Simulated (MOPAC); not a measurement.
MOPAC input (MNDO):

```
MNDO PRECISE GNORM=0.05 LET XYZ CHARGE=1 GEO-OK AUX(PRECISION=9) THREADS=1
CH2N

C    -0.00000000 1   -0.00000000 1   -0.59802389 1
N     0.00000000 1    0.00000000 1    0.53145448 1
H    -0.00000000 1   -0.00000000 1   -1.67932452 1
H     0.00000000 1    0.00000000 1    1.54728651 1
```

Task: What heat of formation does the run end on?

Result: 227.14 kcal/mol.
